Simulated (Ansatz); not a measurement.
## Relaxing Ga₂Si₃

The calculation used DFT r2SCAN, scalar-relativistic, plane waves, PAW in Ansatz 0.2.0. Cutoff 500 eV, Γ-centred k mesh, Gaussian smearing, no spin polarisation in the final step.

Ga₂Si₃ was placed on the tetradymite structure type (R-3m, No. 166), with Ga in place of Bi, Si in place of Te, at a guessed volume.

```yaml
crystal:
  lattice:
    - [1.71469, 0.98998, 7.94846]
    - [-1.71469, 0.98998, 7.94846]
    - [0.00000, -1.97996, 7.94846]
  atoms:
    - { symbol: Ga, position: [0.40000, 0.40000, 0.40000] }
    - { symbol: Ga, position: [0.60000, 0.60000, 0.60000] }
    - { symbol: Si, position: [0.00000, 0.00000, 0.00000] }
    - { symbol: Si, position: [0.20950, 0.20950, 0.20950] }
    - { symbol: Si, position: [0.79050, 0.79050, 0.79050] }
```

Cell and atoms relax at zero pressure; the relaxation can't lower the symmetry of the start. After a coarse first stage the cell is made exact in the group found at 0.06 Å.

The zero of energy is the elements' standard structures at the same level; no fitted shifts are applied.

(1) Describe the relaxed structure.

(2) What are its volume, energy, density and gap?

Answers

(1) It keeps R-3m (No. 166). The result has the tetradymite structure. Conventional cell: a = 3.674 Å, c = 22.544 Å. Around Ga lie 3 Si at 2.57 Å and 3 Si at 2.75 Å; Si on Wyckoff site a (1 atom of the primitive cell) is coordinated by 6 Ga at 2.57 Å; Si on Wyckoff site c (2 atoms of the primitive cell) is coordinated by 3 Si at 2.40 Å and 3 Ga at 2.75 Å.

```
Ga Si
1.0
     1.83711    1.06066    7.51463
    -1.83711    1.06066    7.51463
     0.00000   -2.12132    7.51463
Ga Si
2 3
Direct
  0.39763 0.39763 0.39763
  0.60237 0.60237 0.60237
  0.00000 0.00000 0.00000
  0.19154 0.19154 0.19154
  0.80846 0.80846 0.80846
```

(2) The volume per atom is 17.57 Å³, the density is 4.23 g/cm³ and the energy over the elements is 0.35 eV/atom. The gap on the 12×12×12 mesh is 0 eV (a metal).

The final run used a 12×12×12 mesh on its 5-atom cell and 0.10 eV smearing. The k mesh leaves about 4 meV/atom of noise in metals. Symmetry constrained the relaxation, so the result can be a saddle point. The steps took roughly 3 core-minutes in all.